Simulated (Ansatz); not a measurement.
# doublet C4H6O+ at 4 levels

Wanted: a comparison of 4 runs (UB3LYP/6-31G*, U-r2SCAN0/def2-SVP, UCAM-B3LYP/def2-SVP, RPA@PBE0/def2-SVP) of doublet C4H6O+. 

The results are computed with Ansatz 0.2.0.

53 further runs of the same task are left out: 53 set aside as unsound or not needed.

### 1 The system as given

C4H6O+: 11 atoms, total charge +1, spin state doublet. SMILES of the parent species: `C/C=C/C=O`. The coordinates come from a PBE0-D4/def2-TZVP relaxation. This is one conformer, not always the lowest. That shape belongs to the parent species and isn't relaxed for this state.

Bond lengths: C1–C2 1.483 Å, C2–C3 1.334 Å, C3–C4 1.461 Å, C4–O5 1.206 Å, C1–H6 1.090 Å, C1–H7 1.095 Å, C1–H8 1.095 Å, C2–H9 1.090 Å, C3–H10 1.086 Å, C4–H11 1.113 Å. Some angles: C1–C2–C3 125.9°, C2–C3–C4 120.6°, C3–C4–O5 124.8°, C1–C2–H9 116.5°, C3–C2–H9 117.6°, C2–C1–H6 111.9°, C2–C1–H7 110.5°, C2–C1–H8 110.6°, C2–C3–H10 122.2°, C4–C3–H10 117.2°.

### 2 A single-point energy at UB3LYP/6-31G(d) (Cartesian functions) (run 1)

run.yaml

```yaml
crystal:
  periodic: [false, false, false]
  atoms:
    - {symbol: C, position_ang: [-0.432600, 0.400540, 1.653910]}
    - {symbol: C, position_ang: [-0.156130, -0.285030, 0.368750]}
    - {symbol: C, position_ang: [0.273040, 0.298030, -0.751310]}
    - {symbol: C, position_ang: [0.508950, -0.492070, -1.956960]}
    - {symbol: O, position_ang: [0.895640, -0.044370, -3.007470]}
    - {symbol: H, position_ang: [-0.242970, 1.472560, 1.592200]}
    - {symbol: H, position_ang: [-1.473330, 0.245560, 1.955970]}
    - {symbol: H, position_ang: [0.185400, -0.019180, 2.454080]}
    - {symbol: H, position_ang: [-0.321000, -1.362490, 0.346010]}
    - {symbol: H, position_ang: [0.461820, 1.365990, -0.812910]}
    - {symbol: H, position_ang: [0.301180, -1.579560, -1.842250]}
basis:
  gaussian:
    orbitals: "6-31G*"
total_charge: 1
magnetization:
  spin_polarized: true
  initial_magnetization: 1
hamiltonian:
  xc: {name: B3LYP}
accuracy: high
output:
  orbitals: {seedname: orbitals}
```

On the command line:

```bash
ansatz run run.yaml --threads 1 --pin off --max-ram 3480MiB --events-out events.jsonl --progress --plain --runs-dir runs
```

The program printed:

```text
Warning: RAYON_NUM_THREADS=1 ignored (pool sized by the plan → 1); use --threads N
Functional definition: B3LYP
  name "B3LYP"
  parameter a0 = 0.2
  parameter ax = 0.72
  parameter ac = 0.81
  exchange = (1 - a0 - ax)*slater_x + ax*b88_x + a0*exact_x
  correlation = (1 - ac)*vwn_rpa_c + ac*lyp_c
2009 factors; integrals over basis functions are off by at most 7.6e-9 eV
mean field evaluation 1: about -6273.2452 eV, gradient 4.5e1 eV
mean field evaluation 2: about -6269.4858 eV, gradient 5.3e1 eV
mean field evaluation 4: about -6282.5689 eV, gradient 3.5e0 eV
mean field evaluation 8: about -6282.7933 eV, gradient 4.3e-1 eV
mean field evaluation 16: about -6282.7943 eV, gradient 9.4e-4 eV
mean field evaluation 32: about -6282.7943 eV, gradient 1.7e-6 eV
mean field -6282.79426409 eV, -230.8884305744 hartree, gradient 6.4e-8 eV, S^2 0.757707; 3 other end points of the search recorded, 0 dependent functions left out
reference -6282.79429671 eV, -230.8884317731 hartree; 19, 18 occupied and 68, 69 virtual orbitals, 2009 factors
Total energy: -6282.79429671 eV, -230.8884317731 hartree
```

Run time: 29 s. Hardware: 1 thread of Arm Neoverse V1, shared host; peak memory 0.4 GiB.

### 3 A single-point energy at U-r2SCAN0/def2-SVP (run 2)

molecule.yaml

```yaml
crystal:
  periodic: [false, false, false]
  atoms:
    - {symbol: C, position_ang: [-0.432600, 0.400540, 1.653910]}
    - {symbol: C, position_ang: [-0.156130, -0.285030, 0.368750]}
    - {symbol: C, position_ang: [0.273040, 0.298030, -0.751310]}
    - {symbol: C, position_ang: [0.508950, -0.492070, -1.956960]}
    - {symbol: O, position_ang: [0.895640, -0.044370, -3.007470]}
    - {symbol: H, position_ang: [-0.242970, 1.472560, 1.592200]}
    - {symbol: H, position_ang: [-1.473330, 0.245560, 1.955970]}
    - {symbol: H, position_ang: [0.185400, -0.019180, 2.454080]}
    - {symbol: H, position_ang: [-0.321000, -1.362490, 0.346010]}
    - {symbol: H, position_ang: [0.461820, 1.365990, -0.812910]}
    - {symbol: H, position_ang: [0.301180, -1.579560, -1.842250]}
basis:
  gaussian:
    orbitals: def2-SVP
total_charge: 1
magnetization:
  spin_polarized: true
  initial_magnetization: 1
hamiltonian:
  xc: {name: r2SCAN0}
accuracy: high
output: {orbitals: {seedname: orbitals}}
```

On the command line:

```bash
ansatz run molecule.yaml --threads 1 --pin off --max-ram 3480MiB --events-out events.jsonl --progress --plain --runs-dir runs
```

The program printed:

```text
Warning: RAYON_NUM_THREADS=1 ignored (pool sized by the plan → 1); use --threads N
Functional definition: r2SCAN0
  name "r2SCAN0"
  parameter a = 0.25
  parameter k0 = 0.174
  parameter k1 = 0.065
  parameter a1 = 4.9479
  exchange = (1 - a)*r2scan_x(k0 = k0, k1 = k1, a1 = a1) + a*exact_x
  correlation = r2scan_c
2439 factors; integrals over basis functions are off by at most 4.5e-9 eV
mean field evaluation 1: about -6265.4778 eV, gradient 3.9e1 eV
mean field evaluation 2: about -6264.9264 eV, gradient 4.0e1 eV
mean field evaluation 4: about -6273.1517 eV, gradient 2.8e0 eV
mean field evaluation 8: about -6273.4937 eV, gradient 8.7e-1 eV
mean field evaluation 16: about -6273.4999 eV, gradient 8.4e-3 eV
mean field evaluation 32: about -6273.4999 eV, gradient 5.5e-6 eV
mean field -6273.49993594 eV, -230.5468703148 hartree, gradient 8.2e-8 eV, S^2 0.764067; 2 other end points of the search recorded, 0 dependent functions left out
reference -6273.49993720 eV, -230.5468703610 hartree; 19, 18 occupied and 81, 82 virtual orbitals, 2439 factors
Total energy: -6273.49993720 eV, -230.5468703610 hartree
```

It took 53 s on 1 thread of Arm Neoverse V1, shared host; peak memory 0.63 GiB.

### 4 A single-point energy at UCAM-B3LYP/def2-SVP (run 3)

input.yaml

```yaml
crystal:
  periodic: [false, false, false]
  atoms:
    - {symbol: C, position_ang: [-0.432600, 0.400540, 1.653910]}
    - {symbol: C, position_ang: [-0.156130, -0.285030, 0.368750]}
    - {symbol: C, position_ang: [0.273040, 0.298030, -0.751310]}
    - {symbol: C, position_ang: [0.508950, -0.492070, -1.956960]}
    - {symbol: O, position_ang: [0.895640, -0.044370, -3.007470]}
    - {symbol: H, position_ang: [-0.242970, 1.472560, 1.592200]}
    - {symbol: H, position_ang: [-1.473330, 0.245560, 1.955970]}
    - {symbol: H, position_ang: [0.185400, -0.019180, 2.454080]}
    - {symbol: H, position_ang: [-0.321000, -1.362490, 0.346010]}
    - {symbol: H, position_ang: [0.461820, 1.365990, -0.812910]}
    - {symbol: H, position_ang: [0.301180, -1.579560, -1.842250]}
basis:
  gaussian:
    orbitals: def2-SVP
total_charge: 1
magnetization:
  spin_polarized: true
  initial_magnetization: 1
hamiltonian:
  xc: {name: CAM-B3LYP}
accuracy: high
output: {orbitals: {seedname: orbitals}}
```

On the command line:

```bash
ansatz run input.yaml --threads 1 --pin off --max-ram 3480MiB --events-out events.jsonl --progress --plain --runs-dir runs
```

The program printed (excerpt; [...] marks lines left out):

```text
Warning: RAYON_NUM_THREADS=1 ignored (pool sized by the plan → 1); use --threads N
Functional definition: CAM-B3LYP
  name "CAM-B3LYP"
[...]
2439 factors; integrals over basis functions are off by at most 4.5e-9 eV
439 factors; integrals over basis functions are off by at most 2.4e-9 eV
[...]
mean field -6274.61584784 eV, -230.5878793208 hartree, gradient 4.4e-8 eV, S^2 0.759650; 2 other end points of the search recorded, 0 dependent functions left out
reference -6274.61586601 eV, -230.5878799883 hartree; 19, 18 occupied and 81, 82 virtual orbitals, 2439 factors
Total energy: -6274.61586601 eV, -230.5878799883 hartree
```

Wall time 32 s (1 thread of Arm Neoverse V1, shared host); peak memory 0.53 GiB.

### 5 A single-point energy at RPA@PBE0/def2-SVP (run 4)

in.yaml

```yaml
crystal:
  periodic: [false, false, false]
  atoms:
    - symbol: C
      position_ang: [-0.432600, 0.400540, 1.653910]
    - symbol: C
      position_ang: [-0.156130, -0.285030, 0.368750]
    - symbol: C
      position_ang: [0.273040, 0.298030, -0.751310]
    - symbol: C
      position_ang: [0.508950, -0.492070, -1.956960]
    - symbol: O
      position_ang: [0.895640, -0.044370, -3.007470]
    - symbol: H
      position_ang: [-0.242970, 1.472560, 1.592200]
    - symbol: H
      position_ang: [-1.473330, 0.245560, 1.955970]
    - symbol: H
      position_ang: [0.185400, -0.019180, 2.454080]
    - symbol: H
      position_ang: [-0.321000, -1.362490, 0.346010]
    - symbol: H
      position_ang: [0.461820, 1.365990, -0.812910]
    - symbol: H
      position_ang: [0.301180, -1.579560, -1.842250]
basis:
  gaussian: {orbitals: def2-SVP}
total_charge: 1
magnetization: {spin_polarized: true, initial_magnetization: 1}
hamiltonian: {xc: {name: PBE0}}
correlation: {method: rpa, frozen_orbitals: {C: 1, H: 0, O: 1}}
accuracy: high
```

On the command line:

```bash
ansatz run in.yaml --threads 1 --pin off --max-ram 3480MiB --events-out events.jsonl --progress --plain --runs-dir runs
```

The program printed (excerpt; [...] marks lines left out):

```text
Warning: RAYON_NUM_THREADS=1 ignored (pool sized by the plan → 1); use --threads N
Functional definition: PBE0
  name "PBE0"
[...]
2439 factors; integrals over basis functions are off by at most 4.5e-9 eV
[...]
mean field -6270.65407499 eV, -230.4422868540 hartree, gradient 9.2e-8 eV, S^2 0.759229; 4 other end points of the search recorded, 0 dependent functions left out
5 core orbitals not correlated: weight in the atoms' cores, before any rotation towards them, 1.000 or more for the frozen orbitals, at most 0.000 for the correlated occupied ones
reference -6239.25223578 eV, -229.2882905479 hartree; 14, 13 occupied and 81, 82 virtual orbitals, 2439 factors
Total energy: -6266.67020076 eV, -230.2958821764 hartree
```

Wall time 48 s (1 thread of Arm Neoverse V1, shared host); peak memory 0.52 GiB.

### 6 Overview of the runs

```csv
run,level,Cartesian functions,frozen core orbitals,energy (Eh),HOMO energy (eV),LUMO energy (eV),⟨S²⟩,wall time
1,UB3LYP/6-31G* (Cartesian functions),yes,–,-230.888432,-13.82,-11.97,0.758,29 s
2,U-r2SCAN0/def2-SVP,no,–,-230.546870,-14.33,-11.23,0.764,53 s
3,UCAM-B3LYP/def2-SVP,no,–,-230.587880,-15.39,-10.49,0.760,32 s
4,RPA@PBE0/def2-SVP,no,5,-230.295882,–,–,0.759,48 s
```

### 7 What came out

| quantity | value |
| --- | --- |
| run 4: total energy | -230.29588 Eh |
| run 4: RPA correlation energy (valence) | -1007.6 mEh |
| run 4: ⟨S²⟩ of the reference determinant | 0.759 |

Totals of different functionals can't be ranked against each other. All runs together took 2.7 min, the longest 53 s.
